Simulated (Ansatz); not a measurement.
A nudged elastic band was laid between two geometries of BH₆NO (9 atoms, charge 0, multiplicity 1).

The calculation used RKS B3LYP/def2-SVP in Ansatz.

```
movable images  : 5
climbing image  : yes
spring          : 5.0 eV/Å²
optimiser       : quadratic models (default)
start path      : through a guess of the saddle point
force threshold : 0.05 eV/Å
iteration limit : 60
end points      : relaxed
```

First end point:

```xyz
9
Properties=species:S:1:pos:R:3
B 0.058 0.130 0.377
O -0.503 -0.522 1.514
H -1.424 -0.757 1.367
H 1.248 -0.116 0.201
H -0.621 0.153 -0.650
N 0.148 1.794 0.797
H 0.633 2.333 0.075
H -0.774 2.210 0.949
H 0.674 1.879 1.671
```

Last end point:

```xyz
9
Properties=species:S:1:pos:R:3
B 0.281 0.639 -0.297
O -0.417 -0.384 2.424
H -1.244 -0.679 2.018
H 1.352 0.092 -0.337
H -0.714 0.135 -0.760
N 0.182 1.911 0.276
H 0.985 2.418 0.633
H -0.671 2.459 0.273
H -0.313 0.513 2.072
```

Question: Which bonds break or form, and what moves?

Answer: Bonds broken: B1–O2, N6–H9. Bonds formed: O2–H9. BH6NO becomes BH4N + H2O.

Question: What energy profile does the band end with?

Answer: The forces met the threshold. The highest image is number 4 of 0 to 6, 0.96 eV above the first end and 0.48 eV above the last; the last end lies 0.48 eV above the first. A vibrational analysis at the climbing image gives one clearly imaginary mode, 1184i cm⁻¹: a first-order saddle point. The orbitals stay closed-shell, which can raise the energy where a bond breaks towards radicals; this wasn't checked here.

```json
{"image": "0", "path coordinate (Å)": "0.00", "energy (eV)": "0.00", "B1–O2 (Å)": "1.43", "N6–H9 (Å)": "1.02", "O2–H9 (Å)": "2.68"}
{"image": "1", "path coordinate (Å)": "0.57", "energy (eV)": "0.02", "B1–O2 (Å)": "1.43", "N6–H9 (Å)": "1.02", "O2–H9 (Å)": "2.49"}
{"image": "2", "path coordinate (Å)": "1.14", "energy (eV)": "0.05", "B1–O2 (Å)": "1.43", "N6–H9 (Å)": "1.02", "O2–H9 (Å)": "2.37"}
{"image": "3", "path coordinate (Å)": "1.71", "energy (eV)": "0.23", "B1–O2 (Å)": "1.47", "N6–H9 (Å)": "1.04", "O2–H9 (Å)": "1.84"}
{"image": "4", "path coordinate (Å)": "2.28", "energy (eV)": "0.96", "B1–O2 (Å)": "1.62", "N6–H9 (Å)": "1.37", "O2–H9 (Å)": "1.17"}
{"image": "5", "path coordinate (Å)": "2.98", "energy (eV)": "0.62", "B1–O2 (Å)": "2.27", "N6–H9 (Å)": "2.01", "O2–H9 (Å)": "0.98"}
{"image": "6", "path coordinate (Å)": "3.68", "energy (eV)": "0.48", "B1–O2 (Å)": "2.99", "N6–H9 (Å)": "2.33", "O2–H9 (Å)": "0.97"}
```

Question: What is the geometry of the highest image?

Answer: 
```xyz
9
Properties=species:S:1:pos:R:3:forces:R:3
B 0.167 0.337 0.195 -0.01 0.03 -0.04
O -0.284 -0.201 1.655 0.00 0.00 0.03
H -1.165 -0.600 1.630 -0.01 0.00 0.01
H 1.292 -0.041 -0.044 0.00 0.00 0.01
H -0.699 0.073 -0.621 0.01 0.00 0.00
N 0.082 1.819 0.708 -0.01 -0.02 0.00
H 0.963 2.320 0.817 0.00 0.01 0.00
H -0.595 2.428 0.253 0.00 0.01 0.00
H -0.321 0.970 1.709 0.01 -0.03 0.00
```

Question: What are the harmonic wavenumbers there?

Answer: 1184i, 352, 610, 643, 693, 727, 792, 831, 880, 1009, 1105, 1188, 1204, 1511, 1565, 1918, 2492, 2579, 3530, 3616, 3825 cm⁻¹.

Run time: 2.7 min on 1 thread of Arm Neoverse V1, on a shared host, peak memory 0.13 GiB.
